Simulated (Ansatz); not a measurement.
```yaml
crystal:
  periodic: [false, false, false]
  atoms:
    - {symbol: Si, position_ang: [-1.637112, -0.011197, -0.006656]}
    - {symbol: Ga, position_ang: [0.733951, 0.005020, 0.002984]}
    - {symbol: H, position_ang: [-2.584671, 1.162921, -0.012930]}
    - {symbol: H, position_ang: [-2.568542, -1.198167, -0.008020]}
basis:
  gaussian: {orbitals: def2-TZVP}
magnetization: {spin_polarized: true, initial_magnetization: 3}
hamiltonian: {xc: pbe0}
relax: {f_tol: 0.004, max_steps: 80}
```

```sh
$ ansatz run in.yaml --threads 1 --pin off --events-out ev --progress --plain --max-ram 2176MiB
```

Steps of the relaxation (energy above the last step; positions in Å, forces in eV/Å):

```
4
step 1, 53.0 meV
Si   -1.637   -0.011   -0.007   -0.411   -0.003   -0.002
Ga    0.734    0.005    0.003   -0.475   -0.003   -0.002
H    -2.585    1.163   -0.013    0.443    0.004    0.002
H    -2.569   -1.198   -0.008    0.443    0.002    0.002
```

```
4
step 2, 14.3 meV
Si   -1.692   -0.012   -0.007   -0.090   -0.001    0.000
Ga    0.633    0.004    0.003    0.064    0.000    0.000
H    -2.507    1.254   -0.013    0.015   -0.340    0.001
H    -2.490   -1.288   -0.008    0.011    0.340   -0.001
```

```
4
step 3, 0.7 meV
Si   -1.676   -0.011   -0.007   -0.049    0.000    0.000
Ga    0.655    0.004    0.003   -0.033    0.000    0.000
H    -2.526    1.217   -0.013    0.041   -0.090    0.000
H    -2.509   -1.252   -0.008    0.040    0.091    0.000
```

```
4
step 6, 0.0 meV
Si   -1.674   -0.011   -0.007    0.000    0.000    0.000
Ga    0.652    0.004    0.003   -0.002    0.000    0.000
H    -2.526    1.210   -0.013    0.001    0.000    0.000
H    -2.509   -1.244   -0.008    0.001    0.000    0.000
```

Close pairs at the end: Si1–H3 1.489 Å, Si1–H4 1.489 Å, Si1–Ga2 2.327 Å.

A stationary point of unrestricted PBE0 after 6 steps, with ⟨S²⟩ = 3.756 against 3.75 for a pure state; no frequencies were run, so it isn't proven a minimum. 27 s on 1 thread of Arm Neoverse V1, shared host.
